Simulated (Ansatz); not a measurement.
C3H4FN can be A, `N=C=CCF`, or B, `C=NC(=C)F`.

Isolated molecules relaxed with PBE0-D4/def2-TZVP in Ansatz; ΔE leaves out vibrations. CCSD(T)/CBS is the MP2 limit (def2-TZVPP, def2-QZVPP) plus CCSD(T) − MP2 in def2-TZVPP, frozen cores. DFT in def2-TZVPP. B3LYP here is the variant with VWN-RPA as its local correlation; programs differ in this. Each species was taken in one conformer, which may not be the lowest.

Problem. Which is lower in electronic energy at CCSD(T)/CBS, and by how much? (Estimate.)

Solution. Computed: B, by 7.3 kcal/mol.

Problem. Give E(B) − E(A) in kcal/mol with CCSD(T)/def2-TZVPP, HF/def2-TZVPP, r2SCAN-D4, MP2/def2-TZVPP, B2PLYP, B3LYP-D4, PBE-D4. (An estimate is asked.)

Solution. The calculation gave: CCSD(T)/def2-TZVPP -7.4, HF/def2-TZVPP -6.7, r2SCAN-D4 -6.1, MP2/def2-TZVPP -5.9, B2PLYP -6.0, B3LYP-D4 -6.3, PBE-D4 -5.8. None reverses the order clearly.

Problem. Does the order hold for the free energy at 298.15 K (harmonic terms from PBE0-D4)? (An estimate is asked.)

Solution. The calculation gave: Yes: G(B) − G(A) = -6.4 kcal/mol, for one conformer each.

Largest T1 diagnostic: 0.013.

At CCSD(T), def2-SVP lies −2.1 kcal/mol from the extrapolated value and def2-TZVPP −0.0 kcal/mol. Leaving LDA and LC-ωPBE aside and taking each functional with its dispersion term where it has one, the values, not all of them listed here, spread over 0.9 kcal/mol, from BHLYP-D4 to ωB97M-V. LDA lies −1.3 kcal/mol from PBE without D4.
